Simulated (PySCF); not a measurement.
# Orbital picture of P₂

PBE0 at R = 1.893 Å; PySCF, no relativity, basis sets P def2-SVP. State: ¹Σg⁺ (singlet), closed shell. Only the outer orbitals are listed.

| orbital | occ. | ε (eV) | main shells (%) |
| --- | --- | --- | --- |
| σg | 2 | -19.12 | 86 s, 12 p |
| σu | 2 | -12.90 | 85 s, 14 p |
| σg | 2 | -8.32 | 83 p, 16 s |
| πu | 2 | -8.09 | 98 p |
| πu | 2 | -8.09 | 98 p |
| πg | 0 | -2.47 | 98 p |
| πg | 0 | -2.47 | 98 p |
| σu | 0 | 2.84 | 86 p, 12 d |

Task: Which are the highest filled and the lowest empty level, where do they sit, and how wide is the gap?

Result: Highest filled πu at -8.09 eV (in %: 98 p); lowest empty πg at -2.47 eV (in %: 98 p); the gap at PBE0 is 5.62 eV.

The bond order (Mayer) is 2.93. The ⟨S²⟩ is 0.000 and the polarisability along the bond is 59.7 bohr³. The polarisability across the bond is 22.3 bohr³.
